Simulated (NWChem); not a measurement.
# One shape, several levels: triplet BHF2

Aim: a comparison of 6 runs (USVWN5/def2-TZVPP, U-r2SCAN/def2-TZVPP, U-revPBE/def2-TZVPP, UBLYP/def2-TZVPP, UPBE0/def2-TZVPP, UTPSS/def2-TZVPP) of triplet BHF2. 

The calculation is run with NWChem 7.3.0.

## 1. Starting point

The species is BHF2 (4 atoms), meant as a triplet with charge 0. SMILES of the parent species: `FBF`. Geometry: relaxed at PBE0-D4/def2-TZVP. That shape belongs to the parent species and isn't relaxed for this state.

Bond lengths: F1–B2 1.313 Å, B2–F3 1.313 Å, B2–H4 1.191 Å. Angles: F1–B2–F3 118.1°, F1–B2–H4 121.0°, F3–B2–H4 121.0°.

## 2. A single-point energy at USVWN5/def2-TZVPP (run 1)

The input, job.nw:

```
start job
title "BF2H"
memory 2200 mb

geometry units angstrom noautosym nocenter noautoz
  F        1.154300       0.456900      -0.361900
  B       -0.001900      -0.031000       0.025200
  F       -1.095400       0.528700      -0.438900
  H       -0.057000      -0.954600       0.775600
end

basis spherical bse
  * library def2-TZVPP
end

dft
  xc slater vwn_5
  mult 3
  grid fine
  convergence energy 1e-08
  maxiter 100
  mulliken
  print low
end

task dft energy
```

Launch:

```
$ nwchem job.nw > job.out
```

The log of the run:

```text
[...]
 d= 0,ls=0.0,diis     1   -223.4025704518 -2.85D+02  6.95D-03  5.32D-01     0.9
[...]
 d= 0,ls=0.5,diis    74   -223.5290205989 -9.66D-09  7.33D-08  5.03D-08    52.1
[...]
         Total DFT energy =     -223.529020608864
      One electron energy =     -434.420927661352
           Coulomb energy =      172.718292129281
    Exchange-Corr. energy =      -23.714944319086
 Nuclear repulsion energy =       61.888559242293
[...]
      Total Density - Mulliken Population Analysis
     ---------------------------------------------
    Atom       Charge   Shell Charges
 -----------   ------   -------------------------------------------------------
    1 F    9     9.08   0.76  1.20  0.62  0.94  0.38  2.30  2.01  0.85  0.00  0.01  0.00
    2 B    5     5.10   0.90  1.07  0.47  0.21  0.02  1.15  0.70  0.28  0.11  0.14  0.05
    3 F    9     9.08   0.76  1.20  0.62  0.94  0.38  2.30  2.01  0.85  0.00  0.01  0.00
    4 H    1     0.74   0.20  0.38  0.12  0.01  0.03  0.00
[...]
      <S2> =      2.0015 (Exact =     2.0000)
[...]
```

Run time: 53 s. Hardware: 1 thread of AMD EPYC 9R45 (Zen 5), shared host; peak memory 0.12 GiB.

## 3. The energy at U-r2SCAN/def2-TZVPP (run 2)

The input, bf2h.nw:

```
start bf2h
memory 2200 mb

geometry units angstrom noautosym nocenter noautoz
 F     1.154300    0.456900   -0.361900
 B    -0.001900   -0.031000    0.025200
 F    -1.095400    0.528700   -0.438900
 H    -0.057000   -0.954600    0.775600
end

basis spherical bse
 * library def2-TZVPP
end

dft
 xc r2scan
 mult 3
 grid fine
 convergence energy 1e-08
 iterations 100
 mulliken
 print medium
end

task dft
```

Launch:

```
$ nwchem bf2h.nw > bf2h.out
```

The log of the run:

```text
[...]
          Wavefunction type:  spin polarized.
          No. of atoms     :     4
          No. of electrons :    24
[...]
          Charge           :     0
          Spin multiplicity:     3
[...]
          AO basis - number of functions:   107
[...]
              XC Information
              --------------
                      r^2SCAN Method XC Functional
               r^2SCAN metaGGA Exchange Functional  1.000
                     r^2SCAN Correlation Potential  1.000
[...]
 d= 0,ls=0.0,diis     1   -224.8739504858 -2.87D+02  6.26D-03  2.15D-01     1.2
[...]
 d= 0,ls=0.5,diis    89   -224.9750757740 -8.43D-09  2.12D-08  6.41D-08    96.7
[...]
         Total DFT energy =     -224.975075780757
      One electron energy =     -434.815178877796
           Coulomb energy =      173.235363957085
    Exchange-Corr. energy =      -25.283820102339
 Nuclear repulsion energy =       61.888559242293
[...]
      Total Density - Mulliken Population Analysis
     ---------------------------------------------
    Atom       Charge   Shell Charges
 -----------   ------   -------------------------------------------------------
    1 F    9     9.15   0.77  1.20  0.63  0.95  0.39  2.28  2.12  0.81  0.00  0.01  0.00
    2 B    5     4.93   0.91  1.06  0.45  0.17  0.02  1.08  0.69  0.25  0.11  0.14  0.05
    3 F    9     9.15   0.77  1.20  0.63  0.95  0.39  2.28  2.12  0.81  0.00  0.01  0.00
    4 H    1     0.76   0.21  0.41  0.10  0.01  0.04  0.00
[...]
      <S2> =      2.0053 (Exact =     2.0000)
[...]
```

Run time: 98 s. Hardware: 1 thread of AMD EPYC 9R45 (Zen 5), shared host; peak memory 0.12 GiB.

Runs 3 to 5 aren't shown in full; the table further down has their settings and results.

## 4. A single-point energy at UTPSS/def2-TZVPP (run 6)

The input, run.py:

```python
from ase import Atoms
from ase.calculators.nwchem import NWChem

molecule = Atoms(['F', 'B', 'F', 'H'], positions=[
    [1.154300, 0.456900, -0.361900],
    [-0.001900, -0.031000, 0.025200],
    [-1.095400, 0.528700, -0.438900],
    [-0.057000, -0.954600, 0.775600],
])

calc = NWChem(
    label='bf2h',
    theory='dft',
    memory='2200 mb',
    basis='def2-TZVPP',
    basispar='spherical bse',
    dft={'xc': 'xtpss03 ctpss03', 'mult': '3', 'grid': 'fine', 'convergence': 'energy 1e-08', 'iterations': '100', 'mulliken': None},
    task='energy',
)
molecule.calc = calc

print("Total energy (eV):", round(molecule.get_potential_energy(), 6))
```

Launch:

```
$ export ASE_NWCHEM_COMMAND="nwchem PREFIX.nwi > PREFIX.nwo"
$ python run.py
```

The log of the run:

```text
Total energy (eV): -6125.077919
```

The calculator wrote bf2h.nwi:

```
title "bf2h"

permanent_dir bf2h

scratch_dir bf2h

start bf2h

geometry units angstrom nocenter noautosym noautoz
  F  1.1543000000000001e+00 4.5689999999999997e-01 -3.6190000000000000e-01
  B  -1.9000000000000000e-03 -3.1000000000000000e-02 2.5200000000000000e-02
  F  -1.0953999999999999e+00 5.2869999999999995e-01 -4.3890000000000001e-01
  H  -5.7000000000000002e-02 -9.5460000000000000e-01 7.7559999999999996e-01
end

memory 2200 mb

basis spherical bse noprint
   * library def2-TZVPP
end

dft
  xc xtpss03 ctpss03
  mult 3
  grid fine
  convergence energy 1e-08
  iterations 100
  mulliken
end

task dft energy
```

bf2h.nwo:

```text
Northwest Computational Chemistry Package (NWChem) 7.3.0
             --------------------------------------------------------

           Job information
           ---------------

    nwchem branch   = 7.3.0
    use scalapack   = T
    input           = bf2h.nwi
    prefix          = bf2h.
    data base       = bf2h/bf2h.db
    status          = startup
    nproc           =        1

           Memory information
           ------------------

    heap     =     72089600 doubles =      550.0 Mbytes
    stack    =     72089597 doubles =      550.0 Mbytes
    global   =    144179200 doubles =     1100.0 Mbytes (distinct from heap & stack)
    total    =    288358397 doubles =     2200.0 Mbytes
    verify   = yes
    hardfail = no

           Directory information
           ---------------------

  0 permanent = bf2h
  0 scratch   = bf2h

                                NWChem Input Module
                                -------------------

                                       bf2h
                                       ----

[... 24 lines left out ...]
            Nuclear Dipole moment (a.u.)
[... 55 lines left out ...]
  convergence criterion.
[... 16 lines left out ...]
          Convergence on density requested:  1.00D-05
[... 19 lines left out ...]
          Spatial weights used:  Erf1
[... 3 lines left out ...]
          Convergence aids based upon iterative change in
[... 80 lines left out ...]
         Total DFT energy =     -225.092463641087
[... 1 line left out ...]
           Coulomb energy =      173.130725035894
[... 1 line left out ...]
 Nuclear repulsion energy =       61.888559242293
[... 763 lines left out ...]
                     DFT Final Beta Molecular Orbital Analysis
[... 839 lines left out ...]
   alpha     91     92     93     94     95     96     97     98     99    100
    beta     91     92     93     94     95     96     97     98     99    100
 overlap   1.000  1.000  1.000  1.000  1.000  1.000  1.000  1.000  1.000  1.000

   alpha    101    102    103    104    105    106    107
    beta    101    102    103    104    105    106    107
 overlap   1.000  0.995  0.996  1.000  1.000  1.000  1.000

     --------------------------
     Expectation value of S2:
     --------------------------
      <S2> =      2.0032 (Exact =     2.0000)

 center of mass
 --------------
 x =   0.03931961 y =   0.65825244 z =  -0.53482538

 moments of inertia (a.u.)
 ------------------
          24.612654532968           4.606486667933          -5.166989488309
           4.606486667933         181.576698432511          12.049271421244
          -5.166989488309          12.049271421244         186.511585810049

     Multipole analysis of the density
     ---------------------------------

     L   x y z        total         alpha         beta         nuclear
     -   - - -        -----         -----         ----         -------
     0   0 0 0     -0.000000    -13.000000    -11.000000     24.000000

     1   1 0 0     -0.022894     -0.427812     -0.471160      0.876077
[... 8 lines of this table left out ...]
     2   0 0 2    -12.293158    -14.811982    -10.041231     12.560054

 Task  times  cpu:      109.0s     wall:      109.0s
 Total times  cpu:      109.0s     wall:      109.0s
```

Wall time 1.8 min (1 thread of AMD EPYC 9R45 (Zen 5), shared host); peak memory 0.12 GiB.

## 5. The series

```
run                level  energy (Eh)   ⟨S²⟩  wall time
  1    USVWN5/def2-TZVPP  -223.529021  2.002       53 s
  2  U-r2SCAN/def2-TZVPP  -224.975076  2.005       98 s
  3  U-revPBE/def2-TZVPP  -224.999093  2.002       85 s
  4     UBLYP/def2-TZVPP  -225.051428  2.002       83 s
  5     UPBE0/def2-TZVPP  -224.838318  2.004       12 s
  6     UTPSS/def2-TZVPP  -225.092464  2.003    1.8 min
```

## 6. What came out

| quantity | value |
| --- | --- |
| run 6: total energy | -225.09246 Eh |
| run 6: dipole moment | 1.32 D |
| run 6: HOMO energy (highest over α and β) | -2.37 eV |
| run 6: ⟨S²⟩ | 2.003 |

**Reading.** Over runs 2, 3, 4, 5, 6 the dipole moment (its size) runs from 1.23 D (U-revPBE/def2-TZVPP) to 1.75 D (UPBE0/def2-TZVPP). Totals of different functionals can't be ranked against each other. All runs together took 7.4 min, the longest 1.8 min.
